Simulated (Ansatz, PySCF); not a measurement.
## Ladder of methods for the bulk modulus B0 of zinc-blende InP

Reference value: 72 GPa (measured, 0 K value with the zero-point phonon effect removed; as tabulated in Mejia-Rodriguez and Trickey (2018), arXiv:1807.09216).

**Question.** What do LDA, PBE, rVV10, r²SCAN+SOC, HSE06, Hartree–Fock, MP2 give, and how far is each from the reference?

**Answer.** 
```tsv
level (code)	value (GPa)	cell (Å³/atom)	error (%)
LDA (Ansatz)	71.2	24.73	-1.1
PBE (Ansatz)	59.5	26.45	-17.4
rVV10 (Ansatz)	58.5	26.72	-18.8
r²SCAN+SOC (Ansatz)	68.4	25.74	-5.0
HSE06 (Ansatz)	69.3	25.69	-3.8
Hartree–Fock (Ansatz)	75.1	26.72	+4.3
MP2 (PySCF)	69.8 ± 2	26.55	-3.1
```

Once the reference is moved by up to 5.0 % (a margin picked here for doubts on the reference and the settings) and values within 1.7 % count as equal, the nearest can be LDA (-1.1 %), MP2 (-3.1 %), HSE06 (-3.8 %), Hartree–Fock (+4.3 %) or r²SCAN+SOC (-5.0 %). By the same margin the farthest can be rVV10 (-18.8 %) or PBE (-17.4 %). Within 10 %: LDA, r²SCAN+SOC, HSE06, Hartree–Fock, MP2.

A ± on a computed value is a rough bar: the spread of its extrapolation, a floor set from checks against published values, or a statistical error. Each level is taken at its own relaxed cell. Cutoffs and k meshes differ between the levels. Ansatz's density-functional and Hartree–Fock values are scalar-relativistic unless marked +SOC, with PAW data made under PBE.

Differences are worked out from the printed values.

Ansatz is a program for electronic structure.
